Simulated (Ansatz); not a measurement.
The input, for Ansatz 0.2.0:

```yaml
crystal:
  periodic: [false, false, false]
  atoms:
    - {symbol: B, position_ang: [0.000000, -0.176967, 2.157002]}
    - {symbol: P, position_ang: [0.000000, -0.003775, -0.782966]}
    - {symbol: H, position_ang: [0.000000, 2.014125, 0.924707]}
basis:
  gaussian: {orbitals: 6-31G}
magnetization: {spin_polarized: false, initial_magnetization: 1}
correlation: {method: fic_mrcisd_q_relaxed, electrons: outside_noble_gas, active_space: {window: {electrons: 7, orbitals: 7}, states: [{multiplicity: 2, weights: [1, 0.5]}, {multiplicity: 4, weights: [1]}], root: 0}}
```

```sh
$ ansatz run in.yaml --threads 1 --pin off --events-out ev --progress --plain --max-ram 2393MiB
```

Log:

```
507 factors; integrals over basis functions are off by at most 6.6e-8 eV
mean field evaluation 1: about -9947.8706 eV, gradient 1.2e1 eV
mean field evaluation 2: about -9947.8718 eV, gradient 1.2e1 eV
mean field evaluation 4: about -9949.1573 eV, gradient 2.4e0 eV
mean field evaluation 8: about -9949.2608 eV, gradient 2.4e-1 eV
mean field evaluation 16: about -9943.9032 eV, gradient 7.1e0 eV
mean field evaluation 32: about -9947.2249 eV, gradient 1.2e-5 eV
mean field evaluation 64: about -9948.5103 eV, gradient 5.8e-2 eV
mean field evaluation 96: about -9943.9032 eV, gradient 7.1e0 eV
mean field evaluation 128: about -9948.6201 eV, gradient 1.5e0 eV
mean field evaluation 160: about -9949.2608 eV, gradient 2.3e-1 eV
mean field -9949.26327613 eV, -365.6286815450 hartree, gradient 2.7e-6 eV, S^2 0.750000; 16 other end points of the search recorded, 0 dependent functions left out
reference -9949.26327613 eV, -365.6286815450 hartree; 11, 10 occupied and 13, 14 virtual orbitals, 507 factors
state -9952.54868606 eV, -365.7494181331 hartree
state -9951.49610040 eV, -365.7107363235 hartree
...
state -9952.54868606 eV, -365.7494181331 hartree; corrected -9954.01970826 eV, -365.8034772018 hartree
...
state -9951.49610040 eV, -365.7107363235 hartree; corrected -9952.83843497 eV, -365.7600662090 hartree
state -9952.31653431 eV, -365.7408867135 hartree
...
contracted CI cycle   8: correlation -1.33073013 eV, -0.0489034302 hartree, residual 5.91e-2 eV
contracted CI cycle   9: correlation -1.33086222 eV, -0.0489082844 hartree, residual 3.89e-2 eV
contracted CI cycle  10: correlation -1.33092223 eV, -0.0489104899 hartree, residual 2.52e-2 eV
contracted CI cycle  11: correlation -1.33095172 eV, -0.0489115734 hartree, residual 1.78e-2 eV
contracted CI cycle  12: correlation -1.33096536 eV, -0.0489120747 hartree, residual 1.33e-2 eV
contracted CI cycle  13: correlation -1.33097365 eV, -0.0489123797 hartree, residual 9.22e-3 eV
contracted CI cycle  14: correlation -1.33097721 eV, -0.0489125102 hartree, residual 6.48e-3 eV
contracted CI cycle  15: correlation -1.33097878 eV, -0.0489125679 hartree, residual 4.22e-3 eV
contracted CI cycle  16: correlation -1.33097944 eV, -0.0489125922 hartree, residual 2.51e-3 eV
contracted CI cycle  17: correlation -1.33097967 eV, -0.0489126007 hartree, residual 1.39e-3 eV
state -9952.31653431 eV, -365.7408867135 hartree; corrected -9953.72145126 eV, -365.7925164590 hartree
Total energy: -9954.01970826 eV, -365.8034772018 hartree
```

Natural occupations, averaged over the states: 1.9343 1.5367 1.2309 1.0000 0.6847 0.3975 0.2159.

Ran on 1 thread of Arm Neoverse V1, shared host: 23 s wall, 0.15 GiB peak host memory.
